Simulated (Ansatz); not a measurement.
**Other spins and charges of HAlGa, doublet at one geometry**

Geometry (PBE0/def2-TZVP stationary point for this spin, not checked as a minimum):

```yaml
atoms:
  - { symbol: Al, position_ang: [0.0000, 0.0000, 0.3496] }
  - { symbol: Ga, position_ang: [0.0000, 0.0000, -2.3209] }
  - { symbol: H, position_ang: [0.0000, 0.0000, 1.9714] }
```

Basis cc-pVTZ; Ansatz 0.2.0. Correlated methods freeze the noble-gas cores and the filled d shells of p-block atoms. Prefix R: restricted or restricted open-shell reference; prefix U: unrestricted. Active spaces: valence = (7e, 9o) chosen from the atoms' valence shells. No spin–orbit coupling is included, and no scalar relativity.

Gaps are energies of the second state less the first, at fixed atoms, for a selection of the levels run; each method lands on the state that its own search finds for that charge and spin.

Removing an electron, to the triplet: 7.555 eV at UCCSDT(Q).

```
                 level  gap (eV)  error (meV)
                  UMP2     7.384         -171
                 UCCSD     7.495          -60
               BCCD(T)     7.554           -1
                UCCSDT     7.551           -4
CASSCF (valence space)     6.842         -713
NEVPT2 (valence space)     7.382         -173
MRCISD (valence space)     7.492          -63
                   PBE     7.595           40
                  PBE0     7.577           22
                 B3LYP     7.698          143
```

PBE gives 0.946 eV for quartet less doublet. Estimate what UCCSDT(Q) gives in cc-pVTZ.

UCCSDT(Q) in cc-pVTZ gives 0.964 eV, so against it PBE is off by -0.018 eV, of which a good part can be the reference's own basis and frozen-core error.

```json
{"level": "BCCD(T)", "gap (eV)": "0.987", "error (meV)": "23"}
{"level": "UCCSDT", "gap (eV)": "0.968", "error (meV)": "4"}
{"level": "CASSCF (valence space)", "gap (eV)": "0.871", "error (meV)": "-93"}
{"level": "NEVPT2 (valence space)", "gap (eV)": "0.945", "error (meV)": "-19"}
{"level": "MRCISD+Q (valence space)", "gap (eV)": "0.983", "error (meV)": "19"}
{"level": "r2SCAN", "gap (eV)": "0.754", "error (meV)": "-210"}
{"level": "PBE0", "gap (eV)": "0.965", "error (meV)": "1"}
{"level": "B3LYP", "gap (eV)": "1.206", "error (meV)": "242"}
{"level": "wB97M-V", "gap (eV)": "1.332", "error (meV)": "368"}
{"level": "B2PLYP", "gap (eV)": "1.150", "error (meV)": "186"}
```

Functionals correlate the shells that the reference freezes, so part of their error here is the reference's.

Full CI isn't at hand for all of this; UCCSDT(Q) serves as the reference, and is uncertain by the last step of the cluster series or more. The frozen core follows each run's orbitals, which can shift R against U totals by a few meV for light atoms and by up to 0.1 eV past Ca.
